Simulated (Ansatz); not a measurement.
Molecule: fluoromethane, CH₃F, charge 0, multiplicity 1. 
Coordinates optimised at B3LYP-D3(BJ)/def2-TZVP (Ansatz, a quantum-chemistry and plane-wave program):
```xyz
5

C     -0.6251     0.0987     0.0634
F      0.7404    -0.1169    -0.0750
H     -0.8995    -0.0428     1.1096
H     -0.8540     1.1182    -0.2499
H     -1.1596    -0.6155    -0.5645
```

Basis-set convergence of Hartree-Fock and CCSD(T) correlation energies (hartree) with Ansatz. Valence correlation only, unless marked. No spin-orbit coupling. Non-relativistic.

| basis | functions | E(HF) | E(corr, CCSD(T)) | rough core time |
|---|---|---|---|---|
| def2-SVP | 43 | -138.92907 | -0.35999 | under 20 s |
| def2-TZVPP | 104 | -139.10188 | -0.46222 | under 20 s |
| def2-QZVPP | 204 | -139.10854 | -0.49625 | 30 s |

Extrapolating the two largest sets (X = 3 and 4) as X^-3: E(corr) = (64·(-0.49625) - 27·(-0.46222))/37 = -0.5211 Eh, an estimate of the basis-set limit. The largest set recovers 95.2 % of it, the smallest 69.1 %.
